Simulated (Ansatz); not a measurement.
`C=C1SC1C`. The species carries charge 0 and has multiplicity 1.

Cartesian coordinates in Å:
```
C -0.857 0.212 -1.825
C -0.291 0.644 -0.715
S 0.748 1.860 -0.059
C -0.094 0.402 0.702
C 0.746 -0.744 1.186
H -1.482 -0.673 -1.807
H -0.717 0.722 -2.769
H -0.909 0.697 1.359
H 1.551 -0.954 0.481
H 1.180 -0.527 2.164
H 0.125 -1.640 1.282
```

Question: What are the harmonic wavenumbers in cm⁻¹ at PBE0-D4/def2-TZVP (Ansatz, finite differences of forces, unscaled)? (Estimate.)

Answer: The calculation gave: 194, 213, 313, 340, 515, 595, 687, 695, 843, 871, 990, 1037, 1085, 1100, 1164, 1344, 1401, 1444, 1474, 1484, 1795, 3047, 3119, 3132, 3153, 3165, 3256.

Question: Is this a minimum?

Answer: Yes, all 27 modes are real.

Question: Give the ideal-gas thermochemistry at 298.15 K and 1 bar (rigid rotor, harmonic oscillator; point group C1, symmetry number 1).

Answer: Zero-point energy 230.0 kJ/mol; H(298) − E = 247.3 kJ/mol; entropy 312.7 J/(mol·K), of which translation 164.4, rotation 109.6, vibration 38.7; G(298) − E = 154.1 kJ/mol.

Question: And at 400, 500, 600, 800 and 1000 K?

Answer: 
```
T (K)  H − E (kJ/mol)  S (J/mol/K)  G − E (kJ/mol)
  400           257.9        343.0           120.7
  500           270.3        370.8            84.9
  600           284.6        396.7            46.6
  800           317.1        443.4           -37.6
 1000           353.8        484.2          -130.4
```

Question: Rotational constants (cm⁻¹)?

Answer: 0.1711, 0.1398, 0.08422.
